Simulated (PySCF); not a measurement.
B3LYP has the VWN-RPA correlation part, as in Gaussian. Delta-SCF ions had no search for a lower state. Excitations are Tamm–Dancoff values on a coarser integration grid. The basis has no diffuse functions, so Rydberg states are missing or too high.

Cartesian coordinates (Å):
```xyz
6

C     -0.4867     0.0001     0.0025
C      0.9662    -0.0002    -0.0050
N      2.1230    -0.0005    -0.0111
H     -0.8716    -0.6933    -0.7589
H     -0.8625    -0.3142     0.9868
H     -0.8684     1.0081    -0.2143
```
Charge 0, multiplicity 1.

Problem. Predict the S1–T1 gap (TDA), HOMO, dipole moment, HOMO–LUMO gap, total energy, vertical ionisation energy (Delta-SCF), S1 excitation (TDA) and T1 excitation (TDA) from B3LYP-D3(BJ)/def2-TZVP // PBE0-D4/def2-SVP in PySCF.

Solution. 
```yaml
S1–T1 gap (TDA): 1.39 eV
HOMO: -9.19 eV
dipole_moment: 4.01 D
HOMO–LUMO gap: 9.63 eV
total_energy: -3614.07 eV
vertical ionisation energy (Delta-SCF): 12.19 eV
S1 excitation (TDA): 7.73 eV
T1 excitation (TDA): 6.34 eV
```
